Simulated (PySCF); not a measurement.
## CH6Si: calculation against experiment

**Measured values to compare with.**

From NIST CCCBDB Release 22 (SRD 101), experimental dipoles, for the gas: dipole moment (microwave Stark effect) 0.735 D.

Qian, Crumlin, Prendergast, Phys. Chem. Chem. Phys. 2022, 24, 2243 lists, for the gas: C 1s binding energy of C1 290.3 eV.

From Xu, Prendergast, Qian, J. Chem. Theory Comput. 2022, 18, 5471, for the gas: C 1s binding energy of C1 290.31 eV.

The results are set against them at the end.

CH6Si.
SMILES with atom numbers: `[CH3:1][SiH3:2]` (hydrogens: H3, H4, H5 on C1; H6, H7, H8 on Si2)

Geometry (PBE0-D3(BJ)/def2-TZVP, Å), atoms numbered from 1 in this order:
```xyz
8
CH6Si angstrom
C     -0.946   -0.077    0.241
Si     0.860    0.065   -0.225
H     -1.165    0.503    1.140
H     -1.217   -1.117    0.434
H     -1.581    0.296   -0.566
H      1.190    1.457   -0.633
H      1.178   -0.840   -1.363
H      1.734   -0.305    0.921
```

The PySCF runs (gas phase, on this PBE0-D3(BJ)/def2-TZVP geometry; non-relativistic but for the core-level run):

| level | job | basis functions | wall time |
| --- | --- | --- | --- |
| PBE0-D3(BJ)/def2-TZVP, grid level 2 | geometry optimisation from a GFN2-xTB start shaken at random | 104 | 26 s |
| B97-2/pcSseg-2 | shieldings | 163 | 8.3 s |
| KT3/pcSseg-2 | shieldings | 163 | 20 s |
| PBE0/pcSseg-2 | shieldings, charges and field gradients | 163 | 14 s |
| wB97X-D/pcSseg-2 | shieldings | 163 | 14 s |
| CAM-B3LYP/aug-cc-pVTZ | 10 singlets by full TDDFT, 4 Tamm–Dancoff triplets, polarisability | 234 | 18 s |
| PBE0/aug-cc-pVTZ | 10 singlets by full TDDFT, 4 Tamm–Dancoff triplets, polarisability, dynamic polarisability | 234 | 16 s |
| wB97X-D/aug-cc-pVTZ | 10 singlets by full TDDFT, 4 Tamm–Dancoff triplets, polarisability, ΔSCF ions | 234 | 2.5 min |
| delta-SCF UKS SCAN, pcX-3 on the ionised atom, pcseg-2 elsewhere, spin-free X2C | ΔSCF core ionisation, 3 holes | 213 | 35 s |

Hardware: one thread, Intel Xeon Platinum 8259CL at 2.50 GHz (x86_64), shared host.

Results beside the measurements:

**Dipole moment.** Measured: 0.735 D (NIST CCCBDB Release 22 (SRD 101), experimental dipoles).

```
                level  computed (D)  computed − measured (D)  % (from the printed values)
PBE0-D3(BJ)/def2-TZVP         0.832                   +0.097                          +13
       B97-2/pcSseg-2         0.794                   +0.059                           +8
         KT3/pcSseg-2         0.784                   +0.049                           +7
        PBE0/pcSseg-2         0.794                   +0.059                           +8
     wB97X-D/pcSseg-2         0.779                   +0.044                           +6
CAM-B3LYP/aug-cc-pVTZ         0.771                   +0.036                           +5
     PBE0/aug-cc-pVTZ         0.812                   +0.077                          +10
  wB97X-D/aug-cc-pVTZ         0.797                   +0.062                           +8
```

Closest is CAM-B3LYP/aug-cc-pVTZ (+0.036 D), furthest PBE0-D3(BJ)/def2-TZVP (+0.097 D); one molecule doesn't rank methods. All 8 levels lie above the measurement. The computed dipoles belong to one fixed geometry; measured ones are averaged over vibrations unless marked μe. Magnitudes are compared, not signs.

**Core binding energies.** PySCF 2.14.0, delta-SCF UKS SCAN, pcX-3 on the ionised atom, pcseg-2 elsewhere, spin-free X2C.

| level and atom | computed (eV) | measured (eV) | computed − measured (eV) |
| --- | --- | --- | --- |
| C 1s, C1 | 290.34 | 290.3 and 290.31 | +0.04 |

Sources, in the order of the opening: Qian, Crumlin, Prendergast, Phys. Chem. Chem. Phys. 2022, 24, 2243; Xu, Prendergast, Qian, J. Chem. Theory Comput. 2022, 18, 5471. The computed values are vertical, without vibrational structure; measured positions hang on the energy calibration. 

The geometry is computed, not the measured one. Where a level misses, the cause wasn't examined.
